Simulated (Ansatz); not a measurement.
Geometry optimisation, RKS B3LYP/def2-SVP (Ansatz 0.2.0).

input.yaml

```yaml
crystal:
  periodic: [false, false, false]
  atoms:
    - { symbol: C, position_ang: [-0.87902, 1.14431, -0.86438] }
    - { symbol: Al, position_ang: [0.63489, -0.11916, -0.13772] }
    - { symbol: Si, position_ang: [1.27776, -1.6838, 1.48463] }
    - { symbol: H, position_ang: [-0.53525, 2.19114, -0.90137] }
    - { symbol: H, position_ang: [-1.18802, 0.90627, -1.89507] }
    - { symbol: H, position_ang: [-1.8148, 1.16303, -0.27447] }
    - { symbol: H, position_ang: [1.69889, 0.32013, -1.34956] }
    - { symbol: H, position_ang: [0.24714, -2.79452, 1.21339] }
    - { symbol: H, position_ang: [0.5584, -1.12738, 2.72454] }
total_charge: -1
basis:
  gaussian: { orbitals: def2-SVP }
hamiltonian:
  xc: b3lyp
relax:
  f_tol: 0.02
  max_steps: 40
scf:
  lower_state_search: "off"
output:
  orbitals: {}
```

Command:

```bash
$ ansatz run input.yaml --threads 1 --pin off --max-ram 2048MiB --backend cpu --events-out ev --progress --plain --runs-dir out
```

Where does it end, and by what steps?

It converged. Limits of this set-up: an anion without diffuse functions. After 14 steps the energy has fallen by 0.512 eV; H8 moved furthest, 1.22 Å.

```csv
step,energy less start (eV),largest force component (eV/Å),accepted
0,0.0000,1.658,yes
1,-0.1487,0.393,yes
2,-0.2233,0.178,yes
3,-0.2667,0.314,yes
4,-0.3185,0.235,yes
5,-0.3647,0.295,yes
6,-0.4014,0.318,yes
7,-0.4262,0.424,yes
8,-0.4442,0.506,yes
9,-0.4693,0.563,yes
10,-0.4938,0.399,yes
11,-0.5045,0.138,yes
12,-0.5099,0.079,yes
13,-0.5111,0.030,yes
14,-0.5115,0.008,yes
```

```xyz
9
Properties=species:S:1:pos:R:3
C -0.812 1.268 -0.742
Al 0.489 -0.248 -0.432
Si 0.959 -1.255 1.678
H -0.287 2.231 -0.897
H -1.406 1.091 -1.660
H -1.526 1.410 0.088
H 1.539 -0.255 -1.689
H 1.449 -2.668 1.356
H -0.405 -1.574 2.298
```

Whether the end is a true minimum wasn't checked by a vibrational analysis.

The run took 58 s on 1 thread of Arm Neoverse N1, with other jobs on the host, peak memory 0.13 GiB.
